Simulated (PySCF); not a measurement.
Input of a driver script around PySCF for `Fc1cscn1`, coordinates in Å (PBE0-D3(BJ)/def2-SVP geometry):
```
{"job": {"kind": "eom", "basis": "aug-cc-pVDZ", "nee": 0}, "charge": 0, "multiplicity": 1}
F     -1.639659     1.513633     0.272738
C     -0.707775     0.586507     0.332816
C     -0.965678    -0.752945     0.448921
S      0.532861    -1.588492     0.494815
C      1.354604    -0.078220     0.353836
N      0.584429     0.965551     0.278979
H     -1.929055    -1.253379     0.506368
H      2.445489    -0.034941     0.332749
```

Task: What does the run print?

Result: 
```
E(HF) = -666.1935010245
E(MP2) = -667.1049649672
E(CCSD) = -667.1254137387
T1 diagnostic = 0.0155

EOM-IP-CCSD (eV)   Koopmans (eV)
   9.4092       9.4980
  10.6885      11.1717
  10.7533      12.4197
  13.2085      14.4930
  14.0002      15.5915
  14.6052      15.9411
  15.1037      17.4462
  16.7372      19.0162
```

Method: CCSD and EOM-CCSD/aug-cc-pVDZ in PySCF, restricted Hartree–Fock reference, 10 core orbitals frozen, non-relativistic, gas phase, PBE0-D3(BJ)/def2-SVP geometry. Each EOM-IP line stands beside −ε of the orbital with the largest one-hole amplitude.

Task: What correlation energies follow, and how does the T1 diagnostic stand?

Result: MP2 -0.91146 Eh, CCSD -0.93191 Eh; CCSD lies 20.4 mEh below MP2. T1 = 0.0155, below the customary warning level of 0.02.

Task: Which orbital leads each EOM-IP root, and how large is the one-hole share of its vector?

Result: 9.41 eV: HOMO, one-hole share 0.96; 10.69 eV: HOMO-1, one-hole share 0.94; 10.75 eV: HOMO-2, one-hole share 0.94; 13.21 eV: HOMO-3, one-hole share 0.95; 14.00 eV: HOMO-4, one-hole share 0.91; 14.61 eV: HOMO-5, one-hole share 0.95; 15.10 eV: HOMO-6, one-hole share 0.94; 16.74 eV: HOMO-7, one-hole share 0.94.

The run took 4.2 min on one thread of an x86-64 server, on a shared host.
